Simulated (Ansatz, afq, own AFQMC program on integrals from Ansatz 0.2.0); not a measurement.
Integrals from Ansatz 0.2.0, then the random walk in our own AFQMC program (afq).

```yaml
crystal:
  periodic: [false, false, false]
  atoms:
    - {symbol: Al, position_ang: [0.000000, 0.000000, -1.630567]}
    - {symbol: N, position_ang: [0.000000, 0.000000, 0.227233]}
    - {symbol: C, position_ang: [0.000000, 0.000000, 1.403333]}
basis:
  gaussian: {orbitals: cc-pVDZ}
magnetization: {spin_polarized: false}
correlation: {method: ccsd_t, electrons: outside_noble_gas, hamiltonian_folder: ham}
```

```sh
$ ansatz run in.yaml --threads 1 --pin off --events-out ev --progress --plain --max-ram 1843MiB
```

afq runs on the folder ham with

```
--method free --trial cisd --walkers 60 --time-step 0.03 --max-blocks 80 --target-error 0.00042 --factor-cut 1e-05 --seed 9425 --times 0,0.21,0.42,0.81,1.2,1.8,2.4,3 --taylor-order 8
```

Times are imaginary, in 1/Eh. The walk had a cap of 638 s.

Output of the walk:

```
orbitals 39  electrons 6 6  factors 290 of 453
reference energy -334.24568950 Eh
CCSD correlation -0.32364617 Eh in 10 cycles, weight of the determinant in the CISD state 0.8432
repeat  energy at the last time / Eh  error
    10  -334.581599  0.003432
    20  -334.583801  0.002672
    30  -334.582895  0.002000
    40  -334.584360  0.001771
    50  -334.583934  0.001481
    60  -334.584177  0.001329
    70  -334.584505  0.001228
    80  -334.584711  0.001165
time / (1/Eh)  energy / Eh  error  mean overlap
  0.00  -334.570477  0.000774  1.1883
  0.21  -334.577648  0.000741  1.1848
  0.42  -334.580240  0.000603  1.1969
  0.81  -334.582337  0.000679  1.2165
  1.20  -334.581694  0.000691  1.2566
  1.80  -334.583824  0.000871  1.2492
  2.40  -334.582752  0.001008  1.2754
  3.00  -334.584711  0.001165  1.2794
energy -334.584711 +/- 0.001165 Eh
```

The run passed its tests (error under three times the target), which doesn't prove that it has relaxed.

Against this walk (error 31.7 meV) on the same determinant: CCSD(T) 49.5 meV higher (within the noise), CCSDT(Q) 3.2 meV higher (within the noise). The error is statistical, and a free projection of finite length keeps a remainder of its start. The last points scatter (meV from the last: 65 ± 18 at 0.81, 82 ± 19 at 1.20, 24 ± 24 at 1.80, 53 ± 27 at 2.40, 0 ± 32 at 3.00); the last is the one printed as the energy, and the gaps above move with that scatter.

Cautions: remainder of the start not in the error; error above the target (31.7 against 11.4 meV).

The walk took 100 s on 1 thread of Arm Neoverse V2, with other jobs on the host. The log's last line is the free-projection energy.

CCSDT and higher add their correlation energy to the determinant of the CCSD(T) run, since their own runs factorise the integrals more tightly (a shift of under 2 meV). A walk keeps the symmetry of its determinant, which the program's search chose and which needn't be the lowest solution, so a lower state of the same spin and another symmetry isn't excluded.
